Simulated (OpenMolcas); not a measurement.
**Exact exchange and the HOMO–LUMO gap of CH4S (methanethiol)**

CH4S has 6 atoms, charge 0, and is taken as a singlet. As SMILES, `CS`. The coordinates come from a PBE0-D4/def2-TZVP relaxation.

The HOMO–LUMO gap y, in eV, basis cc-pVTZ; a is the functional's share of exact exchange. Programs: OpenMolcas 26.06.

| functional | program | a | y (eV) |
| --- | --- | --- | --- |
| PBE | OpenMolcas | 0 | 5.15 |
| TPSS | OpenMolcas | 0 | 5.47 |
| B3LYP | OpenMolcas | 0.2 | 6.77 |
| PBE0 | OpenMolcas | 0.25 | ? |
| BHLYP | OpenMolcas | 0.5 | 9.21 |

Problem. Fit y = c + s·a to the known rows and predict PBE0.

Solution. 
1. Means of the 4 rows: a = 0.1750, y = 6.650.
2. Σ(Δa)² = 0.1675, Σ(Δa·Δy) = 1.304, so the slope is 1.304/0.1675 = 7.7851.
3. Intercept: 6.650 − (7.7851) × 0.1750 = 5.288. The largest residual of the fit is 0.18.
4. PBE0: 5.288 + (7.7851) × 0.25 = 7.23 eV.

The run gave 7.32 eV, so the prediction is off by -0.09 eV, within the scatter of the fit. Exact exchange lowers occupied levels and raises empty ones. The rows mix families of semi-local functionals, which the line can't see.
